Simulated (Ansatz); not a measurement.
## Cu (model structure, started from the simple cubic type, Pm-3m, No. 221, 1 atom in the cell)

Level of theory: PBEsol (PAW; Ansatz, a first-principles code).

Run with plane-wave cutoff 500 eV, 30×30×30 k mesh, Fermi–Dirac smearing 0.1 eV, no spin polarisation, scalar-relativistic PAW data made under PBE.

Cell (relaxed at this level):

```cif
data_Cu
_chemical_formula_sum 'Cu1'
_space_group_name_H-M_alt 'Pm-3m'
_space_group_IT_number 221
_space_group_name_Hall '-P 4 2 3'
_cell_length_a 2.35955
_cell_length_b 2.35955
_cell_length_c 2.35955
_cell_angle_alpha 90.000
_cell_angle_beta 90.000
_cell_angle_gamma 90.000
loop_
_atom_site_label
_atom_site_type_symbol
_atom_site_symmetry_multiplicity
_atom_site_Wyckoff_symbol
_atom_site_fract_x
_atom_site_fract_y
_atom_site_fract_z
_atom_site_occupancy
Cu1 Cu 1 a 0.00000 0.00000 0.00000 1
```

- band gap: none

Note: the relaxation could raise the start's symmetry but not lower it, so the cell can be a saddle point.

Computing time: roughly 50 core-seconds.

A model structure was made by putting elements into a prototype or built by hand; it is no filed structure, need not be a known phase, and can be a saddle point held by its symmetry.
